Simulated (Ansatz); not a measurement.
# CH5AlO: short molecular-dynamics run, by script

Wanted for CH5AlO: a short molecular-dynamics run. SMILES: [CH3][AlH][OH].

All numbers are computed with Ansatz 0.2.0 through its Python package. Level of theory: BLYP/6-31G.

### 1 The structure

Bond lengths: C1–Al2 1.928 Å, Al2–O3 1.825 Å, C1–H4 1.164 Å, C1–H5 1.108 Å, C1–H6 1.159 Å, Al2–H7 1.616 Å, O3–H8 1.042 Å. Angles: C1–Al2–O3 119.1°, C1–Al2–H7 120.6°, O3–Al2–H7 120.4°, Al2–C1–H4 110.0°, Al2–C1–H5 112.7°, Al2–C1–H6 111.7°, H4–C1–H5 110.8°, H4–C1–H6 106.0°, H5–C1–H6 105.4°, Al2–O3–H8 102.2°.

The script holds or builds the structure itself.

### 2 The script

run_md.py reads:

```python
"""Molecular dynamics of one CH5AlO molecule."""

import warnings

import ansatz as az
import numpy as np

SETTINGS = {
    "basis": "6-31G",
    "functional": "blyp",
    "n_steps": 20,
    "temperature_k": 800,
}

GEOMETRY = """
C    -0.72130    0.91680   -0.03510
Al    0.54500   -0.48910   -0.40730
O     0.44440   -2.04700    0.53830
H    -0.15900    1.88980    0.26740
H    -1.45940    0.63240    0.74070
H    -1.34840    1.18800   -0.97110
H     1.69720   -0.28290   -1.52090
H     1.09370   -1.86520    1.33220
"""

warnings.simplefilter("ignore", az.DeckWarning)

system = az.Crystal.molecule()
for line in GEOMETRY.strip().splitlines():
    symbol, *xyz = line.split()
    system = system.atom(symbol, [float(v) for v in xyz])

calculation = (
    system.calculation()
    .basis(gaussian=SETTINGS["basis"])
    .functional(SETTINGS["functional"])
)
symbols = [site.symbol for site in system.cartesian_sites]
start = np.array([site.position_ang for site in system.cartesian_sites], dtype=float)
r = calculation.relax(force_tolerance=0.02).run(threads=1, pin="off").report
end = np.array(r["positions_ang"])
minimum = az.Crystal.molecule()
for symbol, place in zip(symbols, end):
    minimum = minimum.atom(symbol, place.tolist())

# dynamics from the relaxed geometry
calculation = minimum.calculation()
calculation = calculation.basis(gaussian=SETTINGS["basis"]).functional(SETTINGS["functional"])
calculation = calculation.md("nvt_nose_hoover", timestep=0.25, steps=SETTINGS["n_steps"], temperature=SETTINGS["temperature_k"], initial_velocities="maxwell_boltzmann", seed=19, thermostat_time=20)
frames = []
done = calculation.session().plan().execute(on_event=lambda e: frames.append(e["data"]) if e["event"] == "md_step" else None)
print("t (fs)   E_pot (eV)      E_kin (eV)   T (K)   d(0-1) (A)")
for f in frames[::1]:
    xyz = np.array(f["positions_ang"])
    print(f"{f['time_fs']:6.2f} {f['lagrangian_ev']:14.5f} {f['e_kin_ev']:10.5f} {f['temperature_k']:8.1f} {np.linalg.norm(xyz[0] - xyz[1]):9.4f}")
kept = np.array([f["conserved_ev"] for f in frames])
print(f"conserved energy moves by at most {1000 * np.ptp(kept):.3f} meV")
```

### 3 The input behind the calls

The engine receives this input (first run):

```yaml
crystal:
  periodic: [false, false, false]
  atoms:
    - { symbol: C, position_ang: [-0.7213, 0.9168, -0.0351] }
    - { symbol: Al, position_ang: [0.545, -0.4891, -0.4073] }
    - { symbol: O, position_ang: [0.4444, -2.047, 0.5383] }
    - { symbol: H, position_ang: [-0.159, 1.8898, 0.2674] }
    - { symbol: H, position_ang: [-1.4594, 0.6324, 0.7407] }
    - { symbol: H, position_ang: [-1.3484, 1.188, -0.9711] }
    - { symbol: H, position_ang: [1.6972, -0.2829, -1.5209] }
    - { symbol: H, position_ang: [1.0937, -1.8652, 1.3322] }
basis:
  gaussian:
    orbitals: "6-31G"
hamiltonian:
  xc: blyp
relax:
  f_tol: 0.02
```

### 4 Launch

Started as:

```sh
$ python run_md.py
```

Log:

```text
t (fs)   E_pot (eV)      E_kin (eV)   T (K)   d(0-1) (A)
  0.00    -9760.93460    0.62045    800.0    1.9763
  0.25    -9760.93040    0.61628    794.6    1.9764
  0.50    -9760.91807    0.60402    778.8    1.9765
  0.75    -9760.89856    0.58461    753.8    1.9767
  1.00    -9760.87320    0.55936    721.2    1.9768
  1.25    -9760.84355    0.52985    683.2    1.9770
  1.50    -9760.81130    0.49776    641.8    1.9773
  1.75    -9760.77810    0.46474    599.2    1.9776
  2.00    -9760.74546    0.43230    557.4    1.9780
  2.25    -9760.71468    0.40172    518.0    1.9784
  2.50    -9760.68676    0.37401    482.2    1.9789
  2.75    -9760.66238    0.34987    451.1    1.9795
  3.00    -9760.64197    0.32971    425.1    1.9802
  3.25    -9760.62565    0.31366    404.4    1.9810
  3.50    -9760.61334    0.30165    388.9    1.9819
  3.75    -9760.60480    0.29344    378.4    1.9828
  4.00    -9760.59964    0.28864    372.2    1.9839
  4.25    -9760.59737    0.28677    369.8    1.9850
  4.50    -9760.59743    0.28728    370.4    1.9862
  4.75    -9760.59919    0.28953    373.3    1.9876
  5.00    -9760.60197    0.29286    377.6    1.9890
conserved energy moves by at most 0.814 meV
```

Wall time 38 s (1 thread of Arm Neoverse V2, shared host); peak memory 0.19 GiB.

### 5 What changed from run to run

The engine's inputs for the other runs:

Run 2, against run 1:

```diff
@@ -4,8 +4,8 @@
-    - { symbol: C, position_ang: [-0.7213, 0.9168, -0.0351] }
-    - { symbol: Al, position_ang: [0.545, -0.4891, -0.4073] }
-    - { symbol: O, position_ang: [0.4444, -2.047, 0.5383] }
-    - { symbol: H, position_ang: [-0.159, 1.8898, 0.2674] }
-    - { symbol: H, position_ang: [-1.4594, 0.6324, 0.7407] }
-    - { symbol: H, position_ang: [-1.3484, 1.188, -0.9711] }
-    - { symbol: H, position_ang: [1.6972, -0.2829, -1.5209] }
-    - { symbol: H, position_ang: [1.0937, -1.8652, 1.3322] }
+    - { symbol: C, position_ang: [-0.7899466685582617, 1.0055465704282913, -0.07962297324441521] }
+    - { symbol: Al, position_ang: [0.5874826569539369, -0.39308618367685777, -0.30867131677572324] }
+    - { symbol: O, position_ang: [0.6258883491027565, -1.6547506350745564, 0.9049021102285596] }
+    - { symbol: H, position_ang: [-0.3359700908823069, 1.953946073130125, 0.26310817708918455] }
+    - { symbol: H, position_ang: [-1.540778399789964, 0.7012809436198109, 0.668083019110766] }
+    - { symbol: H, position_ang: [-1.3087299301064284, 1.218023848234993, -1.031478998374319] }
+    - { symbol: H, position_ang: [1.667619693252869, -0.4474477740629135, -1.5129926774957694] }
+    - { symbol: H, position_ang: [1.1866343900273992, -2.4407128425988924, 1.0408726594617166] }
@@ -17,2 +17,9 @@
-relax:
-  f_tol: 0.02
+md:
+  timestep: 0.25
+  n_steps: 20
+  ensemble: nvt_nose_hoover
+  temperature: 800.0
+  nose_hoover:
+    tau: 20.0
+  initial_velocities: maxwell_boltzmann
+  seed: 19
```

Lines on the test bed's own set-up are left out of the output.

### 6 The runs side by side

The 2 runs, in the order started:

```tsv
run	kind of run	energy from run 1 (eV)	SCF cycles in all	CPU time (s)
1	relaxation	0.0000	87	13
2	dynamics	0.3327	157	24
```

### 7 The relaxation of run 1, step by step

Relaxation path:

```
step  energy from step 1 (eV)  largest force component (eV/Å)
   1                   0.0000                          1.8133
   2                  -0.2339                          1.2599
   3                  -0.3199                          1.6797
   4                  -0.3842                          2.2690
   5                  -0.5822                          0.3806
   6                  -0.6039                          0.0817
   7                  -0.6061                          0.0484
   8                  -0.6064                          0.0446
   9                  -0.6066                          0.0037
```

Step 1 is the start.

Before: Bond lengths: C1–Al2 1.928 Å, Al2–O3 1.825 Å, C1–H4 1.164 Å, C1–H5 1.108 Å, C1–H6 1.159 Å, Al2–H7 1.616 Å, O3–H8 1.042 Å. Angles: C1–Al2–O3 119.1°, C1–Al2–H7 120.6°, O3–Al2–H7 120.4°, Al2–C1–H4 110.0°, Al2–C1–H5 112.7°, Al2–C1–H6 111.7°, H4–C1–H5 110.8°, H4–C1–H6 106.0°, H5–C1–H6 105.4°, Al2–O3–H8 102.2°.

After: Bond lengths: C1–Al2 1.976 Å, Al2–O3 1.751 Å, C1–H4 1.106 Å, C1–H5 1.102 Å, C1–H6 1.105 Å, Al2–H7 1.619 Å, O3–H8 0.975 Å. Angles: C1–Al2–O3 116.4°, C1–Al2–H7 125.1°, O3–Al2–H7 118.5°, Al2–C1–H4 110.9°, Al2–C1–H5 111.0°, Al2–C1–H6 111.3°, H4–C1–H5 107.8°, H4–C1–H6 107.1°, H5–C1–H6 108.5°, Al2–O3–H8 133.6°.

### 8 The trajectory

Step by step:

```tsv
time (fs)	T (K)	change of potential energy (meV/atom)	change of conserved energy (meV/atom)	mean square move (Å²)
0.0	800	0.0	0.00	0.0000
0.2	795	0.5	0.00	0.0001
0.5	779	2.1	0.01	0.0003
0.8	754	4.5	0.02	0.0007
1.0	721	7.7	0.04	0.0012
1.2	683	11.4	0.05	0.0019
1.5	642	15.4	0.06	0.0027
1.8	599	19.6	0.07	0.0036
2.0	557	23.6	0.08	0.0045
2.2	518	27.5	0.09	0.0055
2.5	482	31.0	0.10	0.0066
2.8	451	34.0	0.10	0.0077
3.0	425	36.6	0.10	0.0088
3.2	404	38.6	0.10	0.0099
3.5	389	40.2	0.10	0.0111
3.8	378	41.2	0.10	0.0122
4.0	372	41.9	0.09	0.0133
4.2	370	42.2	0.09	0.0144
4.5	370	42.1	0.08	0.0154
4.8	373	41.9	0.08	0.0165
5.0	378	41.6	0.07	0.0175
```

Positions (Å) and forces (eV/Å) at 5.0 fs:

```xyz
8

C    -0.791    1.008   -0.049   -2.323    0.398   -1.528
Al    0.598   -0.391   -0.316   -0.540   -0.216    0.415
O     0.617   -1.675    0.917    0.714   -0.200   -0.249
H    -0.310    1.990    0.147   -0.261   -0.137    0.465
H    -1.777    0.847    0.540    1.921    0.022    0.152
H    -1.339    1.209   -1.057    1.098   -0.296    0.591
H     1.632   -0.455   -1.575   -0.075    0.057    0.177
H     1.319   -2.377    1.006   -0.535    0.372   -0.022
```

### 9 Results

| quantity | value |
| --- | --- |
| runs compared | 2 |
| moves of the relaxation of run 1 | 8 |
| energy gained in run 1 | 0.607 eV |
| last largest force component of run 1 | 0.0037 eV/Å |
| length of the run | 20 steps, 5 fs |
| mean temperature, second half | 399 K |
| farthest move | 0.31 Å |
| largest change of the conserved energy | 0.10 meV/atom |

Run 1: The relaxation took 8 moves; the largest shift is 0.652 Å, of atom 8 (H). The temperature swings between 370 and 800 K, with a mean of 399 K in the second half; from a start near a minimum about half of the kinetic energy passes into potential energy. The conserved energy stays within 0.10 meV/atom, so the time step holds. 5 fs show the first vibrations only, not equilibrium. What to keep in mind:
- The trajectory is only some femtoseconds long, and gives no averages; where the script doesn't relax first, it starts from a rough generated geometry.
- The temperature counts the internal degrees of freedom alone.
